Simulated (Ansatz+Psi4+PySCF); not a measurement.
# singlet HF: levels of theory in one basis

```yaml
atoms:
  - { symbol: F, position_ang: [0.0000, 0.0000, 0.0934] }
  - { symbol: H, position_ang: [0.0000, 0.0000, -1.3075] }
```

Basis set: cc-pVTZ (spherical functions). Frozen core: 1 orbital. Charge 0, multiplicity 1.

Computed with Ansatz (development build ahead of 0.2.0); each method stands on the lowest determinant of its kind that the runs found.

| method | E − E(RHF) (eV) | <S²> of the determinant |
| --- | --- | --- |
| RHF | 0.00 | 0.00 |
| UHF | -0.16 | 0.34 |
| RHF-MP2 | -7.99 | – |
| RHF-CCSD | -8.03 | – |
| UHF-CCSD | -8.01 | 0.34 |
| RHF-CCSD(T) | -8.28 | – |
| UHF-CCSD(T) | -8.25 | 0.34 |

Task: What does UHF-MP2 give on the same scale?

Result: -7.18 eV.

Task: Is a single determinant a sound starting point here?

Result: It is doubtful. Unrestricted orbitals gain 0.16 eV with <S²> 0.34 against 0.00 for a pure state, but the cluster amplitudes or the share of triples are large.

Caution for UHF, UHF-MP2, UHF-CCSD, UHF-CCSD(T): the unrestricted determinant is spin contaminated. Caution for UHF-MP2, UHF-CCSD, UHF-CCSD(T): large amplitudes, a single reference is doubtful; a plain start can end on a higher determinant. Caution for UHF-MP2: another reference gives a lower total.
